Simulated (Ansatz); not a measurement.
```yaml
crystal:
  periodic: [false, false, false]
  atoms:
    - {symbol: Ga, position_ang: [0.000000, 0.000000, -1.789464]}
    - {symbol: N, position_ang: [0.000000, 0.000000, 0.117921]}
    - {symbol: S, position_ang: [0.000000, 0.000000, 1.671543]}
basis:
  gaussian: {orbitals: def2-TZVP}
magnetization: {spin_polarized: true, initial_magnetization: 2}
hamiltonian: {xc: pbe0}
relax: {f_tol: 0.004, max_steps: 80}
```

```sh
$ ansatz run in.yaml --threads 1 --pin off --events-out ev --progress --plain --max-ram 2176MiB
```

Steps of the relaxation (energy above the last step; positions in Å, forces in eV/Å):

```
3
step 1, 13.0 meV
Ga    0.000    0.000   -1.789    0.000    0.000    0.031
N     0.000    0.000    0.118    0.000    0.000    1.045
S     0.000    0.000    1.672    0.000    0.000   -1.076
```

```
3
step 2, 3.9 meV
Ga    0.000    0.000   -1.785    0.000    0.000    0.017
N     0.000    0.000    0.121    0.000    0.000    0.585
S     0.000    0.000    1.664    0.000    0.000   -0.602
```

```
3
step 3, 0.0 meV
Ga    0.000    0.000   -1.780    0.000    0.000    0.000
N     0.000    0.000    0.125    0.000    0.000   -0.033
S     0.000    0.000    1.655    0.000    0.000    0.033
```

```
3
step 5, 0.0 meV
Ga    0.000    0.000   -1.780    0.000    0.000    0.000
N     0.000    0.000    0.125    0.000    0.000    0.000
S     0.000    0.000    1.655    0.000    0.000    0.000
```

Close pairs at the end: N2–S3 1.530 Å, Ga1–N2 1.905 Å.

A stationary point of unrestricted PBE0 after 5 steps, with ⟨S²⟩ = 2.011 against 2.00 for a pure state; no frequencies were run, so it isn't proven a minimum. 33 s on 1 thread of Arm Neoverse V1, shared host.
